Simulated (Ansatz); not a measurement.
Ga2O3 (C2/m, No. 12) was calculated with r²SCAN-D4 (PAW; Ansatz, a quantum-chemistry and plane-wave program).

Numerical settings: plane-wave cutoff 500 eV, 14×14×8 k mesh (along the axes of the cell as run), gaussian smearing 0.02 eV, scalar-relativistic PAW data made under PBE.

Cell (relaxed at this level):

```
Ga2O3
1.0
    6.10180    -1.51560    -0.00411
    6.10180     1.51560    -0.00411
   -1.37925     0.00000     5.62804
Ga O
4 6
Direct
  0.34119   0.34119   0.68561
  0.65881   0.65881   0.31439
  0.90913   0.90913   0.20485
  0.09087   0.09087   0.79515
  0.50373   0.50373   0.74442
  0.49627   0.49627   0.25558
  0.82696   0.82696   0.43725
  0.17304   0.17304   0.56275
  0.16521   0.16521   0.10921
  0.83479   0.83479   0.89079
```

Problem. Predict the band gap.

Solution. 
band gap: 3.10 eV (on the SCF k mesh)

Measured, for comparison: band gap 4.85 ± 0.1 eV (room temperature, not corrected to a static lattice, ARPES, indirect, as cited; as tabulated in Mengle et al. (2016), arXiv:1902.02681).

Note: the relaxation could not lower the start's symmetry, so the cell can be a saddle point above a distorted one.

Spin–orbit coupling is not included.

The computed numbers hold no vibrational or temperature effects.
